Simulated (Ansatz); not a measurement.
# C₄H₇NS: how energies converge with the basis set

An exercise on one series of results from a longer session: the logs are not shown, and one member is left open.

Method: one geometry, several basis sets; program: Ansatz 0.2.0, Gaussian basis.

The runs, in order: PBE0-D4/def2-SVP; ωB97M-V/def2-SVP; PBE0-D4/def2-QZVPP; ωB97M-V/def2-QZVPP; the functionals' def2-TZVPP values are taken from earlier runs.

## Structure used throughout

The geometry comes from an earlier relaxation with PBE0-D4 in a triple-zeta def2 set; it is a stationary point, not always the lowest conformer.

13 atoms, charge 0, spin multiplicity 1.

Atoms are counted from 1 here; the program's logs count them from 0.

Bond lengths: C1–C2 1.333 Å, C1–H7 1.084 Å, C1–H8 1.080 Å, C2–N3 1.377 Å, C2–H9 1.083 Å, N3–C4 1.381 Å, N3–H10 1.008 Å, C4–C5 1.338 Å, C4–S6 1.763 Å, C5–H11 1.084 Å, C5–H12 1.079 Å, S6–H13 1.346 Å. Angles: C2–C1–H7 122.4°, C2–C1–H8 119.9°, H7–C1–H8 117.7°, C1–C2–N3 125.0°, C1–C2–H9 121.1°, N3–C2–H9 113.9°, C2–N3–C4 127.5°, C2–N3–H10 116.6°, C4–N3–H10 114.8°, N3–C4–C5 123.1°, N3–C4–S6 118.1°, C5–C4–S6 118.9°, C4–C5–H11 120.9°, C4–C5–H12 120.7°, H11–C5–H12 118.4°, C4–S6–H13 97.0°.

Geometry (Å):

```
C    -1.93847   -1.13849    1.05484
C    -1.10410   -0.66237    0.13136
N     0.03312    0.06684    0.39640
C     0.97779    0.50893   -0.50857
C     2.24829    0.75993   -0.17308
S     0.48484    0.71308   -2.18918
H    -1.77767   -0.98628    2.11643
H    -2.80872   -1.70281    0.75394
H    -1.28016   -0.83288   -0.92393
H     0.30752    0.14050    1.36360
H     2.62545    0.50210    0.81009
H     2.91983    1.23228   -0.87347
H    -0.66723    1.36450   -1.94372
```

The first run:

in.yaml reads:

```yaml
crystal:
  periodic: [false, false, false]
  atoms:
    - {symbol: C, position_ang: [-1.938470, -1.138494, 1.054843]}
    - {symbol: C, position_ang: [-1.104098, -0.662372, 0.131359]}
    - {symbol: N, position_ang: [0.033118, 0.066842, 0.396404]}
    - {symbol: C, position_ang: [0.977788, 0.508927, -0.508574]}
    - {symbol: C, position_ang: [2.248294, 0.759926, -0.173085]}
    - {symbol: S, position_ang: [0.484843, 0.713081, -2.189179]}
    - {symbol: H, position_ang: [-1.777669, -0.986284, 2.116430]}
    - {symbol: H, position_ang: [-2.808718, -1.702812, 0.753945]}
    - {symbol: H, position_ang: [-1.280163, -0.832881, -0.923933]}
    - {symbol: H, position_ang: [0.307516, 0.140496, 1.363598]}
    - {symbol: H, position_ang: [2.625453, 0.502100, 0.810086]}
    - {symbol: H, position_ang: [2.919831, 1.232276, -0.873471]}
    - {symbol: H, position_ang: [-0.667228, 1.364497, -1.943725]}
basis:
  gaussian: {orbitals: def2-SVP}
hamiltonian: {xc: pbe0, dispersion: d4}
output: {orbitals: {seedname: orbitals}}
```

Steps of the session up to this table: PBE0-D4 in def2-SVP; ωB97M-V in def2-SVP; PBE0-D4 in def2-QZVPP; ωB97M-V in def2-QZVPP.

One of the session's tables, all rows but one given; the rest of the session is left out.

It belongs to the step «Functionals by basis». 

```
functional       basis  HOMO (eV)  LUMO (eV)
   PBE0-D4    def2-SVP      -5.74       0.04
   PBE0-D4  def2-TZVPP      -5.85      -0.21
   PBE0-D4  def2-QZVPP      -5.87      -0.30
   ωB97M-V    def2-SVP      -7.80       2.13
   ωB97M-V  def2-TZVPP          ?          ?
   ωB97M-V  def2-QZVPP      -7.95       1.51
```

Q: Estimate the row for ωB97M-V, def2-TZVPP from the others.

As computed: HOMO (eV): -7.92; LUMO (eV): 1.79. In the column «HOMO (eV)» it lies between ωB97M-V, def2-QZVPP (-7.95) and ωB97M-V, def2-SVP (-7.80).
